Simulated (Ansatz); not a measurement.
Species: BCl2, net charge 0, doublet state. It need not be the lowest isomer of its formula. SMILES: Cl[B]Cl
Structure (B3LYP-D3(BJ)/def2-TZVP (Ansatz, a quantum-chemistry and plane-wave program) minimum search):
```
B
Cl 1 1.7273
Cl 1 1.7273 2 125.68
```
Charge 0, spin multiplicity 2.

Q: Give the harmonic wavenumbers at B3LYP-D3(BJ)/def2-TZVP (Ansatz, finite differences of forces, unscaled).

A: 281, 687, 976 cm⁻¹. Zero-point energy 2.8 kcal/mol.

Q: From these and the geometry, give the ideal-gas thermochemistry at 298.15 K and 1 atm (rigid rotor, harmonic oscillator).

A: Point group C2v, rotational symmetry number 2. Rotational constants 86.67, 3.018, 2.916 GHz. S(trans) 39.12, S(rot) 22.18, S(vib) 1.95, S(elec, spin only) 1.38, S 64.6 cal/(mol K). H(298) - H(0) 2.75 kcal/mol; G - E(el) -13.7 kcal/mol.
